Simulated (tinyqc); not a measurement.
Worked calculation: CCD on RHF in the sto-6g basis, for LiH, spin multiplicity 1. Computed by tinyqc, a small Python program that keeps every step (integrals from PySCF). Settings: charge = 0, multiplicity = 1, basis = sto-6g, method = RHF, energy threshold = 1e-10, iteration cap = 77, orthogonalisation = symmetric, start = Wolfsberg-Helmholz matrix, DIIS depth = 6, amplitude equations = CCD, DIIS depth for amplitudes = 0, cap on updates = 84. Command: `OMP_NUM_THREADS=1 python tinyqc.py 27505 27506 out.jsonl` (the two numbers bound the seeds that draw the settings). One thread of a shared host (Intel(R) Xeon(R) Processor @ 2.60GHz), about 0.1 s of CPU time with the checks. The early iterations of the SCF are left out here.

## One-electron integrals

Geometry (angstrom):
```
atom         x         y         z
Li    0.000000  0.000000  0.000000
H     0.000000  0.000000  1.376000
```

Basis sto-6g: exponents (1/bohr^2) and contraction coefficients of normalised primitives:
```
element  l (shell)    exponent  coefficient
Li           s (1)  167.175846     0.009164
Li           s (1)   30.651508     0.049361
Li           s (1)    8.575187     0.168538
Li           s (1)    2.945808     0.370563
Li           s (1)    1.143944     0.416492
Li           s (1)    0.471139     0.130334
Li           s (2)    6.597564    -0.013253
Li           s (2)    1.305830    -0.046992
Li           s (2)    0.405851    -0.033785
Li           s (2)    0.156146     0.250242
Li           s (2)    0.067814     0.595117
Li           s (2)    0.031084     0.240706
Li           p (3)    6.597564     0.003760
Li           p (3)    1.305830     0.037679
Li           p (3)    0.405851     0.173897
Li           p (3)    0.156146     0.418036
Li           p (3)    0.067814     0.425860
Li           p (3)    0.031084     0.101708
H            s (1)   35.523221     0.009164
H            s (1)    6.513144     0.049361
H            s (1)    1.822143     0.168538
H            s (1)    0.625955     0.370563
H            s (1)    0.243077     0.416492
H            s (1)    0.100112     0.130334
```

Overlap, kinetic and nuclear-attraction integrals over the contracted functions; the nuclear repulsion is the sum of Za Zb / Rab.

nuclear repulsion = 1.15372938 hartree

overlap S, lower triangle:
```
           1Li 1s    1Li 2s   1Li 2px   1Li 2py   1Li 2pz     2H 1s
1Li 1s   1.000000
1Li 2s   0.235742  1.000000
1Li 2px  0.000000  0.000000  1.000000
1Li 2py  0.000000  0.000000  0.000000  1.000000
1Li 2pz  0.000000  0.000000  0.000000  0.000000  1.000000
2H 1s    0.109720  0.452771  0.000000  0.000000  0.545547  1.000000
```

kinetic energy T (hartree), lower triangle:
```
            1Li 1s    1Li 2s   1Li 2px   1Li 2py   1Li 2pz     2H 1s
1Li 1s    3.616742
1Li 2s   -0.110723  0.106524
1Li 2px   0.000000  0.000000  0.320007
1Li 2py   0.000000  0.000000  0.000000  0.320007
1Li 2pz   0.000000  0.000000  0.000000  0.000000  0.320007
2H 1s    -0.014469  0.056520  0.000000  0.000000  0.166091  0.768522
```

nuclear attraction V (hartree), lower triangle:
```
            1Li 1s     1Li 2s    1Li 2px    1Li 2py    1Li 2pz      2H 1s
1Li 1s   -8.451718
1Li 2s   -0.918836  -1.515934
1Li 2px   0.000000   0.000000  -1.480232
1Li 2py   0.000000   0.000000   0.000000  -1.480232
1Li 2pz  -0.022689  -0.133179   0.000000   0.000000  -1.587184
2H 1s    -0.483159  -0.897195   0.000000   0.000000  -1.110908  -2.385572
```

core Hamiltonian H = T + V (hartree), lower triangle:
```
            1Li 1s     1Li 2s    1Li 2px    1Li 2py    1Li 2pz      2H 1s
1Li 1s   -4.834976
1Li 2s   -1.029559  -1.409410
1Li 2px   0.000000   0.000000  -1.160225
1Li 2py   0.000000   0.000000   0.000000  -1.160225
1Li 2pz  -0.022689  -0.133179   0.000000   0.000000  -1.267177
2H 1s    -0.497628  -0.840675   0.000000   0.000000  -0.944818  -1.617050
```

## Two-electron integrals

Functions are numbered as in S; the eight-fold symmetry (ij|kl) = (ji|kl) = (kl|ij) leaves the list below.

Two-electron integrals (ij|kl) in chemists' order, unique and non-zero (hartree):
```
(11|11) 1.681247   (21|11) 0.242603   (21|21) 0.044507   (22|11) 0.397190
(22|21) 0.090279   (22|22) 0.290625   (31|31) 0.009437   (32|31) 0.014261
(32|32) 0.064236   (33|11) 0.397190   (33|21) 0.090279   (33|22) 0.290625
(33|33) 0.313125   (41|41) 0.009437   (42|41) 0.014261   (42|42) 0.064236
(43|43) 0.016875   (44|11) 0.397190   (44|21) 0.090279   (44|22) 0.290625
(44|33) 0.279374   (44|44) 0.313125   (51|51) 0.009437   (52|51) 0.014261
(52|52) 0.064236   (53|53) 0.016875   (54|54) 0.016875   (55|11) 0.397190
(55|21) 0.090279   (55|22) 0.290625   (55|33) 0.279374   (55|44) 0.279374
(55|55) 0.313125   (61|11) 0.117157   (61|21) 0.020848   (61|22) 0.041927
(61|33) 0.041394   (61|44) 0.041394   (61|51) 0.002723   (61|52) 0.005174
(61|55) 0.042994   (61|61) 0.010747   (62|11) 0.188804   (62|21) 0.043004
(62|22) 0.137896   (62|33) 0.131949   (62|44) 0.131949   (62|51) 0.007506
(62|52) 0.037386   (62|55) 0.149790   (62|61) 0.023430   (62|62) 0.097142
(63|31) 0.004427   (63|32) 0.017931   (63|53) 0.006376   (63|63) 0.008695
(64|41) 0.004427   (64|42) 0.017931   (64|54) 0.006376   (64|64) 0.008695
(65|11) 0.212327   (65|21) 0.049032   (65|22) 0.163089   (65|33) 0.152743
(65|44) 0.152743   (65|51) 0.011824   (65|52) 0.057593   (65|55) 0.183780
(65|61) 0.028340   (65|62) 0.128200   (65|65) 0.173647   (66|11) 0.380959
(66|21) 0.088569   (66|22) 0.302049   (66|33) 0.277509   (66|44) 0.277509
(66|51) 0.020121   (66|52) 0.111081   (66|55) 0.351128   (66|61) 0.051796
(66|62) 0.257030   (66|65) 0.355845   (66|66) 0.774999
```

## Orthogonalisation

S = U s U^T; symmetric (Loewdin) form X = U s^(-1/2) U^T, so that X^T S X = 1.

eigenvalues of S: 0.289738  0.799912  1.000000  1.000000  1.153847  1.756503

X, lower triangle:
```
            1Li 1s     1Li 2s   1Li 2px   1Li 2py    1Li 2pz     2H 1s
1Li 1s    1.022118
1Li 2s   -0.117233   1.146279
1Li 2px   0.000000   0.000000  1.000000
1Li 2py   0.000000   0.000000  0.000000  1.000000
1Li 2pz   0.005991   0.151055  0.000000  0.000000   1.183199
2H 1s    -0.019000  -0.345177  0.000000  0.000000  -0.419025  1.309770
```

## Iteration 8 (converged): orbitals

converged F (hartree), lower triangle:
```
            1Li 1s     1Li 2s   1Li 2px   1Li 2py    1Li 2pz      2H 1s
1Li 1s   -2.382090
1Li 2s   -0.618501  -0.218252
1Li 2px   0.000000   0.000000  0.162087
1Li 2py   0.000000   0.000000  0.000000  0.162087
1Li 2pz   0.010561  -0.120664  0.000000  0.000000  -0.024234
2H 1s    -0.291457  -0.304013  0.000000  0.000000  -0.248562  -0.204651
```

Diagonalise F' = X^T F X, C = X C', fill 2 alpha and 2 beta electrons from the bottom; D = 2 C_occ C_occ^T. Each column has its largest component positive (the first on a tie).

F' = X^T F X (hartree), lower triangle:
```
           1          2         3         4          5         6
1  -2.333155
2  -0.319097   0.022531
3   0.000000   0.000000  0.162087
4   0.000000   0.000000  0.000000  0.162087
5   0.038831   0.034203  0.000000  0.000000   0.167392
6  -0.100317  -0.306658  0.000000  0.000000  -0.341880  0.137185
```

orbital energies (hartree): MO1 -2.383714, MO2 -0.303599, MO3 0.080243, MO4 0.162087, MO5 0.162087, MO6 0.601022

coefficients C:
```
               MO1        MO2        MO3        MO4       MO5        MO6
1Li 1s    0.993391  -0.178015  -0.195739   0.000000  0.000000   0.045130
1Li 2s    0.022177   0.425185   0.801029   0.000000  0.000000  -0.804204
1Li 2px   0.000000   0.000000   0.000000   0.942005  0.335599   0.000000
1Li 2py   0.000000   0.000000   0.000000  -0.335599  0.942005   0.000000
1Li 2pz  -0.007486   0.352734  -0.617484   0.000000  0.000000  -1.045290
2H 1s     0.009362   0.546903  -0.117021   0.000000  0.000000   1.302960
```

D after iteration 8, lower triangle:
```
            1Li 1s    1Li 2s   1Li 2px   1Li 2py   1Li 2pz     2H 1s
1Li 1s    2.037029
1Li 2s   -0.107317  0.362548
1Li 2px   0.000000  0.000000  0.000000
1Li 2py   0.000000  0.000000  0.000000  0.000000
1Li 2pz  -0.140456  0.299622  0.000000  0.000000  0.248955
2H 1s    -0.176114  0.465485  0.000000  0.000000  0.385683  0.598381
```

Within a degenerate level the vectors are fixed only up to a rotation; this is one choice.

## Convergence

Stop when the energy changes by less than 1e-10 hartree and every element of the error matrix X^T (F D S - S D F) X is below 3e-06.

Course of the cycle:
```
iteration  E (hartree)     change  largest element of the error matrix
1          -7.92990560          -                             9.39e-02
2          -7.94597778  -1.61e-02                             2.54e-02
3          -7.94867220  -2.69e-03                             1.12e-02
4          -7.94941478  -7.43e-04                             7.47e-04
5          -7.94941542  -6.38e-07                             7.31e-05
6          -7.94941542  -7.75e-09                             1.51e-05
7          -7.94941542  -2.99e-10                             9.35e-07
8          -7.94941542  -1.13e-12                             2.95e-08
```

PySCF RHF in the same basis = -7.94941542 hartree

Converged in 8 iterations.

## Integrals over molecular orbitals

(pq|rs) = sum C_ip C_jq C_kr C_ls (ij|kl), one index at a time.

one-electron integrals over orbitals h = C^T H C (hartree), lower triangle:
```
           1          2          3          4          5          6
1  -4.826636
2   0.115071  -1.589196
3   0.172006   0.034412  -1.147508
4   0.000000   0.000000   0.000000  -1.160225
5   0.000000   0.000000   0.000000   0.000000  -1.160225
6  -0.017751  -0.126025   0.038976   0.000000   0.000000  -0.921339
```

Two-electron integrals over orbitals (pq|rs), unique and non-zero (hartree):
```
(11|11) 1.663360    (21|11) -0.123833   (21|21) 0.016965    (22|11) 0.398264
(22|21) 0.008762    (22|22) 0.506034    (31|11) -0.139157   (31|21) 0.012451
(31|22) -0.018479   (31|31) 0.022463    (32|11) 0.010797    (32|21) -0.004110
(32|22) -0.043555   (32|31) -0.000091   (32|32) 0.010472    (33|11) 0.400241
(33|21) -0.012653   (33|22) 0.230102    (33|31) 0.002131    (33|32) 0.004416
(33|33) 0.341404    (41|41) 0.010063    (42|41) 0.007586    (42|42) 0.024390
(43|41) 0.010195    (43|42) 0.018919    (43|43) 0.041422    (44|11) 0.396921
(44|21) -0.004615   (44|22) 0.281461    (44|31) -0.004625   (44|32) 0.003609
(44|33) 0.282941    (44|44) 0.313125    (51|51) 0.010063    (52|51) 0.007586
(52|52) 0.024390    (53|51) 0.010195    (53|52) 0.018919    (53|53) 0.041422
(54|54) 0.016875    (55|11) 0.396921    (55|21) -0.004615   (55|22) 0.281461
(55|31) -0.004625   (55|32) 0.003609    (55|33) 0.282941    (55|44) 0.279374
(55|55) 0.313125    (61|11) 0.033805    (61|21) -0.007425   (61|22) -0.004381
(61|31) -0.000542   (61|32) 0.000628    (61|33) 0.008299    (61|44) -0.000408
(61|55) -0.000408   (61|61) 0.005973    (62|11) -0.011300   (62|21) 0.007292
(62|22) 0.141199    (62|31) -0.002375   (62|32) -0.031300   (62|33) -0.005900
(62|44) -0.003799   (62|55) -0.003799   (62|61) 0.001014    (62|62) 0.123419
(63|11) 0.014028    (63|21) -0.004741   (63|22) -0.049436   (63|31) 0.004747
(63|32) 0.006601    (63|33) 0.035599    (63|44) -0.000091   (63|55) -0.000091
(63|61) 0.003633    (63|62) -0.029024   (63|63) 0.025132    (64|41) -0.005872
(64|42) -0.019336   (64|43) -0.014237   (64|64) 0.019304    (65|51) -0.005872
(65|52) -0.019336   (65|53) -0.014237   (65|65) 0.019304    (66|11) 0.362974
(66|21) 0.006048    (66|22) 0.462903    (66|31) -0.011359   (66|32) -0.039101
(66|33) 0.241959    (66|44) 0.270877    (66|55) 0.270877    (66|61) -0.000734
(66|62) 0.148084    (66|63) -0.041704   (66|66) 0.458625
```

## CCD: starting amplitudes

t_ij^ab = <ij||ab> / (e_i + e_j - e_a - e_b), whose energy is MP2.

Starting amplitudes (spin orbitals 1a, 1b, ...; amplitudes related by a flip of all spins are not repeated):
```
from      to          t
2a 2b  6a 6b  -0.068216
2a 2b  5a 5b  -0.026188
2a 2b  4a 4b  -0.026188
2a 2b  3a 6b   0.024293
2a 2b  3a 3b  -0.013641
1a 1b  3a 3b  -0.004558
1a 2b  5a 5b  -0.002519
1a 2b  4a 4b  -0.002519
1a 1b  5a 5b  -0.001976
1a 1b  4a 4b  -0.001976
1a 1b  6a 6b  -0.001001
1a 2a  3a 6a   0.000892
1a 2b  3a 6b   0.000705
1a 2b  6a 6b  -0.000261
1a 2b  3b 6a   0.000187
1a 1b  3a 6b   0.000099
1a 2b  3a 3b   0.000032
```

correlation energy = -0.01159435 hartree

## CCD: amplitude update 1

t_ij^ab D_ij^ab are set to the remaining terms of the spin-orbital equations, evaluated with the old amplitudes; for the doubles these are <ij||ab> + 1/2 <ab||ef> t_ij^ef + 1/2 <mn||ij> t_mn^ab + P(ij)P(ab) <mb||ej> t_im^ae + terms in t^2, D the orbital-energy denominators.

Amplitudes after update 1 (spin orbitals 1a, 1b, ...; amplitudes related by a flip of all spins are not repeated):
```
from      to          t
2a 2b  6a 6b  -0.091856
2a 2b  3a 6b   0.034984
2a 2b  5a 5b  -0.029707
2a 2b  4a 4b  -0.029707
2a 2b  3a 3b  -0.015743
1a 1b  3a 3b  -0.004055
1a 2b  5a 5b  -0.002836
1a 2b  4a 4b  -0.002836
1a 1b  5a 5b  -0.001789
1a 1b  4a 4b  -0.001789
1a 2a  3a 6a   0.000998
1a 2b  3a 6b   0.000750
1a 1b  6a 6b  -0.000670
1a 2b  6a 6b  -0.000424
1a 2b  3b 6a   0.000249
1a 2b  3a 3b   0.000062
1a 1b  3a 6b   0.000008
```

correlation energy = -0.01536864 hartree

## CCD: convergence

E_corr = 1/4 sum <ij||ab> t_ij^ab; stop when the norm of the change is below 1e-8.

Course of the amplitude iterations:
```
update  correlation energy (hartree)  norm of the change
0                        -0.01159435                   -
1                        -0.01536864            5.72e-02
2                        -0.01666758            2.08e-02
3                        -0.01712417            8.09e-03
4                        -0.01728991            3.27e-03
5                        -0.01735163            1.36e-03
6                        -0.01737514            5.71e-04
7                        -0.01738428            2.43e-04
8                        -0.01738790            1.04e-04
9                        -0.01738935            4.46e-05
10                       -0.01738994            1.92e-05
11                       -0.01739018            8.29e-06
12                       -0.01739028            3.58e-06
13                       -0.01739032            1.55e-06
14                       -0.01739034            6.68e-07
15                       -0.01739035            2.88e-07
16                       -0.01739035            1.25e-07
17                       -0.01739035            5.39e-08
18                       -0.01739035            2.33e-08
19                       -0.01739035            1.01e-08
20                       -0.01739035            4.35e-09
```

Converged amplitudes (spin orbitals 1a, 1b, ...; amplitudes related by a flip of all spins are not repeated):
```
from      to          t
2a 2b  6a 6b  -0.104536
2a 2b  3a 6b   0.042564
2a 2b  5a 5b  -0.028521
2a 2b  4a 4b  -0.028521
2a 2b  3a 3b  -0.019388
1a 1b  3a 3b  -0.004078
1a 2b  5a 5b  -0.002871
1a 2b  4a 4b  -0.002871
1a 1b  5a 5b  -0.001815
1a 1b  4a 4b  -0.001815
1a 2a  3a 6a   0.001003
1a 2b  3a 6b   0.000681
1a 1b  6a 6b  -0.000628
1a 2b  6a 6b  -0.000521
1a 2b  3b 6a   0.000322
1a 2b  3a 3b   0.000136
1a 1b  3a 6b  -0.000037
```

CCD total energy = -7.96680578 hartree

Converged in 20 updates.
